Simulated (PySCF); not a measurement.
**EPR parameters of C6H9**

C6H9 (doublet state).
Structure used (GFN2-xTB), in Å, numbered top down from 1:
```
atom  x, y, z in Å
C1    -1.4000   -0.3197    1.0503
C2    -2.0906    0.2318   -0.1859
C3    -0.6743    0.4941    0.0737
C4     0.5595    0.4181   -0.6512
C5     1.5183   -0.7574   -0.4677
C6     1.8773    0.5781    0.0824
H7    -1.2108   -1.3871    1.1156
H8    -1.6659    0.1149    2.0057
H9    -2.3716   -0.4509   -0.9820
H10   -2.8116    1.0275   -0.0452
H11    0.5196    0.8462   -1.6476
H12    2.0328   -1.1157   -1.3461
H13    1.2260   -1.5316    0.2241
H14    1.8302    0.7119    1.1522
H15    2.6566    1.1477   -0.4002
```

The hyperfine couplings belong to this conformer and change with its torsions.

The species is `C1C[C]1C1CC1` [radical].

Theory: UKS B3LYP, pcH-1 on C H, non-relativistic, mean-field spin-orbit, GIAO (PySCF 2.14.0). Geometry: GFN2-xTB, one conformer, isolated molecule. Couplings are sensitive to structure, and on GFN2-xTB geometries they can be far from those on DFT ones. Stability of the SCF solution: not tested.

```json
{
 "g1, g2, g3": "2.00219, 2.00285, 2.00304",
 "g_iso": "2.00270",
 "Form of g": "rhombic: the two nearest values differ by 23 % of g3 − g1",
 "⟨S²⟩": "0.7541 (exact 0.7500)",
 "α and β electrons": "23, 22",
 "Total energy": "-233.94448 Eh"
}
```

Hyperfine couplings atom by atom, in MHz; T1 to T3 are the principal values of the dipolar part:

```csv
atom,isotope,a_iso,T1,T2,T3,Mulliken spin population
C1,13C,-16.5,-3.4,-0.1,3.6,-0.04
C2,13C,-16.2,-3.8,-0.1,3.9,-0.04
C3,13C,219.5,-73.8,-69.0,142.7,0.89
C4,13C,-14.3,-3.9,-1.8,5.8,-0.07
C5,13C,44.6,-9.3,-9.2,18.6,0.09
C6,13C,32.2,-6.6,-6.4,13.0,0.05
H7,1H,53.7,-4.3,-2.1,6.4,0.03
H8,1H,77.7,-5.8,-3.5,9.3,0.03
H9,1H,58.8,-4.4,-2.2,6.6,0.03
H10,1H,79.4,-5.9,-3.5,9.5,0.03
H11,1H,1.6,-4.7,-3.1,7.7,0.00
H12,1H,9.2,-5.1,-1.1,6.2,0.00
H13,1H,-6.4,-5.5,-0.4,5.9,0.00
H14,1H,-3.1,-5.2,-1.1,6.3,0.00
H15,1H,3.3,-3.7,-1.7,5.5,0.00
```

The largest Mulliken spin populations are on C3 (+0.89), C5 (+0.09) and C4 (-0.07). C3 is the only atom above +0.15. The angles at C3 add up to 337.1°, so it is pyramidal.

Under fast tumbling the dipolar parts average out, and these isotropic splittings remain: 4 × 1H (H7/H8/H9/H10, I = 1/2, 5 lines) with 2.40 mT, 2 × 1H (H12/H15, I = 1/2, 3 lines) with 0.22 mT, 2 × 1H (H13/H14, I = 1/2, 3 lines) with 0.17 mT and 1 × 1H (H11, I = 1/2, 2 lines) with 0.06 mT.

Nuclei that the bonding pattern makes equivalent are averaged, as if the motion that swaps them (rotation, inversion, ring flip) were fast. The 1H value of +67.4 MHz is a mean of couplings from 53.7 to 79.4 MHz in this one geometry, not an average over conformers. The 1H value of +6.3 MHz is a mean of couplings from 3.3 to 9.2 MHz in this one geometry, not an average over conformers.

The 13C coupling of C3 (219.5 MHz) shows only in satellite lines or after enrichment, since that isotope makes up about 1.07 % of natural carbon.

Examples of negative spin density at the nucleus (bohr⁻³): C1/C2 (-0.0145) and C4 (-0.0127).
